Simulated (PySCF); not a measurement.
# Running PySCF for LiN

The script input.py:

```python
from pyscf import gto, dft

mol = gto.M(
    atom='Li 0 0 0; N 0 0 1.843',
    basis='ano-rcc-vdzp',
    charge=0,
    spin=2,
    verbose=4,
)
mf = dft.UKS(mol, xc='revpbe')
mf = mf.sfx2c1e()
mf.kernel()
g = mf.nuc_grad_method()
g.grid_response = True
g.kernel()
mf.dip_moment()
print('orbital energies (hartree):', [e[max(0, n-3):n+3].round(4) for e, n in zip(mf.mo_energy, mol.nelec)])
```

```bash
$ OMP_NUM_THREADS=1 python input.py
```

Output (some set-up lines and the per-cycle HOMO/LUMO lines with their warnings removed):

```
PySCF version 2.14.0

[INPUT] Symbol           X                Y                Z      unit          X                Y                Z       unit  Magmom
[INPUT]  1 Li     0.000000000000   0.000000000000   0.000000000000 AA    0.000000000000   0.000000000000   0.000000000000 Bohr   0.0
[INPUT]  2 N      0.000000000000   0.000000000000   1.843000000000 AA    0.000000000000   0.000000000000   3.482765247573 Bohr   0.0

nuclear repulsion = 6.02969149718936
number of shells = 6
number of NR pGTOs = 122
number of NR cGTOs = 28
basis = ano-rcc-vdzp
ecp = {}

******** <class 'pyscf.x2c.sfx2c1e.sfX2C1eUKS'> ********
method = sfX2C1eUKS
initial guess = minao
damping factor = 0
level_shift factor = 0
DIIS = <class 'pyscf.scf.diis.CDIIS'>
SCF conv_tol = 1e-09
SCF max_cycles = 50
number electrons alpha = 6  beta = 4
XC functionals = revpbe

grids dens level: 3

******** <class 'pyscf.x2c.sfx2c1e.SpinFreeX2CHelper'> ********
approx = 1e
xuncontract = 1
tot grids = 27624
init E= -62.0364724061801

cycle= 1 E= -62.1327215135388  delta_E= -0.0962  |g|= 0.177  |ddm|= 1.38
cycle= 2 E= -61.2019487086984  delta_E= 0.931  |g|= 0.923  |ddm|= 1.94
cycle= 3 E= -62.1581894265083  delta_E= -0.956  |g|= 0.0246  |ddm|=  1.8
cycle= 4 E= -62.1586761591998  delta_E= -0.000487  |g|= 0.0338  |ddm|= 0.222
cycle= 5 E= -62.159380022389  delta_E= -0.000704  |g|= 0.0168  |ddm|= 0.0345
cycle= 6 E= -62.1596245659796  delta_E= -0.000245  |g|= 0.00111  |ddm|= 0.0357
cycle= 7 E= -62.1596252309716  delta_E= -6.65e-07  |g|= 0.000608  |ddm|= 0.00254
cycle= 8 E= -62.1596255108587  delta_E= -2.8e-07  |g|= 9.14e-05  |ddm|= 0.00129
cycle= 9 E= -62.1596255188187  delta_E= -7.96e-09  |g|= 4.17e-05  |ddm|= 0.000332
cycle= 10 E= -62.1596255203628  delta_E= -1.54e-09  |g|= 1.47e-06  |ddm|= 0.00011
cycle= 11 E= -62.1596255203649  delta_E= -2.05e-12  |g|= 9.26e-07  |ddm|= 8.11e-06
Extra cycle  E= -62.1596255203585  delta_E= 6.41e-12  |g|= 3.05e-06  |ddm|= 7.62e-06
converged SCF energy = -62.1596255203585  <S^2> = 2.0375913  2S+1 = 3.0249571

******** <class 'pyscf.grad.uks.Gradients'> for <class 'pyscf.x2c.sfx2c1e.sfX2C1eUKS'> ********
unit = Eh/Bohr
grid_response = True
--------------- sfX2C1eUKS gradients ---------------
         x                y                z
0 Li    -0.0000000000    -0.0000000000     0.0077805525
1 N     0.0000000000     0.0000000000    -0.0077805525
----------------------------------------------
Dipole moment(X, Y, Z, Debye): -0.00000, -0.00000, -5.71275
orbital energies (hartree): [array([-0.193 , -0.193 , -0.1565, -0.0675, -0.0056, -0.0056]), array([-1.8795, -0.4927, -0.1177, -0.0827, -0.0827, -0.0733])]
```

In short: E(SCF) = -62.159626 Eh, 11 cycles, ⟨S²⟩ = 2.038, μz(SCF) = -5.71 D, gradient on the second atom -0.0078 Eh/bohr.

Run time: 4.5 s on 1 thread of Intel Xeon Platinum 8488C (shared host), peak memory 0.21 GiB.

The bond length is a typed value, not an optimised one. No search for the lowest solution was made.
